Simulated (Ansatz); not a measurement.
These are frozen-core CCSD(T)/aug-cc-pVTZ // ωB97X-D3(BJ)/def2-TZVPD (Ansatz, a quantum-chemistry and plane-wave program) values and carry that method's errors.

Ansatz 0.2 input:
```yaml
crystal:
  periodic: [false, false, false]
  atoms:
    - { symbol: C, position_ang: [-0.000005, -0.000003, 0.000012] }
    - { symbol: H, position_ang: [0.081745, -0.527436, 0.951198] }
    - { symbol: H, position_ang: [0.945657, -0.07284, -0.538543] }
    - { symbol: H, position_ang: [-0.23316, 1.049302, 0.185001] }
    - { symbol: H, position_ang: [-0.794262, -0.449038, -0.597607] }
basis:
  gaussian: { orbitals: aug-cc-pVTZ }
correlation:
  method: ccsd_t
```

Output:

```
Functional definition: HF
757 factors; integrals over basis functions are off by at most 5.7e-4 eV
mean field evaluation 1: about -1092.8220 eV, gradient 2.4e1 eV
mean field evaluation 2: about -1092.8220 eV, gradient 2.4e1 eV
mean field evaluation 4: about -1094.2529 eV, gradient 1.5e0 eV
mean field evaluation 8: about -1094.2652 eV, gradient 2.2e-4 eV
mean field evaluation 16: about -1094.2650 eV, gradient 2.0e-1 eV
mean field -1094.26523020 eV, -40.2135054901 hartree, gradient 3.2e-7 eV, S^2 0.000000; 0 other end points of the search recorded, 0 dependent functions left out
1 core orbitals not correlated
reference -1094.26523020 eV, -40.2135054901 hartree; 4, 4 occupied and 133, 133 virtual orbitals, 757 factors
second order -5.46679911 eV of doubles, -0.00000000 eV of singles
cycle   1  -5.84730883 eV  change   -3.8e-1 eV  update   4.3e-2
cycle   2  -5.99375947 eV  change   -1.5e-1 eV  update   1.3e-2
cycle   3  -6.01004662 eV  change   -1.6e-2 eV  update   3.7e-3
cycle   4  -6.00977544 eV  change    2.7e-4 eV  update   8.4e-4
cycle   5  -6.00979519 eV  change   -2.0e-5 eV  update   1.9e-4
cycle   6  -6.00981628 eV  change   -2.1e-5 eV  update   5.6e-5
cycle   7  -6.00982159 eV  change   -5.3e-6 eV  update   1.2e-5
cycle   8  -6.00982632 eV  change   -4.7e-6 eV  update   3.0e-6
perturbative correction -0.17868957 eV, -0.0065667205 hartree
Total energy: -1100.45374608 eV, -40.4409292541 hartree
```

Cost: around 7 core-seconds (rough).
